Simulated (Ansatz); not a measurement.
# ClH2O2: the cost of one run

Program: Ansatz 0.2.0. Level of theory: RKS r2SCAN-D4/def2-SVP. These are calculated values, not measurements.

### Step 1. Starting point

Bond lengths: O2–O3 1.427 Å, O2–H4 0.984 Å, O3–H5 0.988 Å. Angles: O2–O3–H5 100.0°, O3–O2–H4 100.0°.

Structure file:

```xyz
5

Cl   -0.0403    0.2055   -1.9090
O     0.0025    0.6010    1.0423
O     0.0243   -0.8163    0.8760
H    -0.0364    0.8834    0.1004
H     0.0499   -0.8736   -0.1097
```

### Step 2. Preparing the start

input.yaml

```yaml
crystal:
  periodic: [false, false, false]
  atoms:
    - { symbol: Cl, position_ang: [-0.0403, 0.2055, -1.909] }
    - { symbol: O, position_ang: [0.0025, 0.601, 1.0423] }
    - { symbol: O, position_ang: [0.0243, -0.8163, 0.876] }
    - { symbol: H, position_ang: [-0.0364, 0.8834, 0.1004] }
    - { symbol: H, position_ang: [0.0499, -0.8736, -0.1097] }
total_charge: -1
basis:
  gaussian: { orbitals: def2-SVP }
hamiltonian:
  xc: r2scan
  dispersion: d4
relax:
  f_tol: 0.02
  max_steps: 40
scf:
  lower_state_search: "off"
```

On the command line:

```console
> ansatz run input.yaml --threads 1 --pin off --max-ram 2048MiB --backend cpu --events-out ev --progress --plain --runs-dir out
```

Q: Estimate wall time and peak memory on 1 thread of Intel Xeon at 2.50GHz (Skylake/Cascade Lake), shared host.

About 9.9 s, with a peak of 0.12 GiB.
